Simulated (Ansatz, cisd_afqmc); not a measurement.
System: CH$_{3}$Cl, charge 0, singlet. CH3Cl (SMILES CCl).
B3LYP-D3(BJ)/def2-TZVP minimum from Ansatz (a program for electronic structure):
```xyz
5

C      0.0082     0.0133    -1.1337
Cl    -0.0048    -0.0077     0.6605
H      0.0175     1.0478    -1.4634
H      0.8997    -0.5040    -1.4752
H     -0.8852    -0.4920    -1.4879
```
Charge 0, spin multiplicity 1.

Total energies in cc-pV(D+d)Z, 14 correlated electrons, 6 frozen orbitals. Open shells are spin-unrestricted; no spin-orbit coupling. Cores are frozen in correlated methods. No relativity. The Monte Carlo rows (phaseless AFQMC, CISD trial, step 0.005/hartree) carry one-sigma bars that omit the constraint's bias. Outlying blocks are dropped, and bars are widened where a walk drifts. Over all cases where full CI ran beside it in this data, AFQMC minus full CI had a median of +0.1 mEh and passed +0.4 mEh in a tenth of the cases.

| method | program | energy (Eh) | minus CCSDT(Q) (mEh) |
|---|---|---|---|
| HF | Ansatz | -499.11954 | 328.01 |
| MP2 | Ansatz | -499.40748 | 40.08 |
| CCSD | Ansatz | -499.43886 | 8.70 |
| CCSD(T) | Ansatz | -499.44645 | 1.11 |
| CCSDT(Q) | Ansatz | -499.44756 | 0.00 |
| AFQMC/CISD | cisd_afqmc | -499.4479 ± 0.0003 | -0.4 ± 0.3 |

Rough core times of Ansatz's runs on a shared machine: CCSD(T) under 20 s, CCSDT(Q) 30 s.
